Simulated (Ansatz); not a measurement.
# Au (within 0.1 Å of Fm-3m, No. 225, 2 atoms in the cell; start mp-1238808)

The numbers are results of PBEsol in Ansatz (PAW), not measurements.

Settings: plane-wave cutoff 500 eV, 26×26×16 k mesh (along the axes of the cell as run), Fermi–Dirac smearing 0.1 eV, scalar-relativistic PAW data made under PBE.

Cell (relaxed at this level):

```cif
data_Au4
_chemical_formula_sum 'Au4'
_space_group_name_H-M_alt 'Fm-3m'
_space_group_IT_number 225
_space_group_name_Hall '-F 4 2 3'
_cell_length_a 4.08299
_cell_length_b 4.08299
_cell_length_c 4.08299
_cell_angle_alpha 90.000
_cell_angle_beta 90.000
_cell_angle_gamma 90.000
loop_
_atom_site_label
_atom_site_type_symbol
_atom_site_symmetry_multiplicity
_atom_site_Wyckoff_symbol
_atom_site_fract_x
_atom_site_fract_y
_atom_site_fract_z
_atom_site_occupancy
Au1 Au 4 b 0.50000 0.50000 0.50000 1
```
(The calculation used a cell of 2 atoms; values per cell refer to that cell.)

For Au (within 0.1 Å of Fm-3m, No. 225, 2 atoms in the cell; start mp-1238808), the band gap is zero (no gap).

Spin–orbit coupling is not included; it can shift volumes and moduli of such heavy elements.

Cost on a shared machine: about 22 core-minutes (a rough figure).

A start named mp-… is a Materials Project structure, which need not be a measured phase.

Ansatz is a first-principles code.
